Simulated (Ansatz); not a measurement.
A calculation with Ansatz (development build ahead of 0.2.0).

```yaml
crystal:
  periodic: [false, false, false]
  atoms:
    - { symbol: B, position_ang: [0.0, 0.0, -0.71473] }
    - { symbol: C, position_ang: [0.0, 0.0, 0.71473] }
basis:
  gaussian: { orbitals: def2-SVP }
total_charge: -1
magnetization:
  spin_polarized: true
hamiltonian:
  xc: hf
correlation:
  method: mp2
  frozen_orbitals: { B: 1, C: 1 }
```

The input is written out in the form of the current development build from the run's settings.

Results

```json
{
  "Converged": "yes",
  "Reference energy": "-62.27890 hartree",
  "Correlation energy": "-0.12838 hartree",
  "Total energy": "-62.40728 hartree",
  "Spin squared of the determinant": "1.844",
  "Stability test": "minimum",
  "Occupied orbitals by symmetry in an Abelian subgroup (alpha; beta)": "4 A1 1 B1 1 B2; 4 A1 1 B1 1 B2"
}
```

Messages of the program:
```
mean field -1694.69533446 eV, -62.2789048358 hartree, gradient 3.2e-6 eV, S^2 1.844127; 12 other ends of a descent, 0 dependent functions left out
```

Caution: no diffuse functions for an anion; the unrestricted determinant is a mixture of spin states; a plain start can end on a higher determinant.
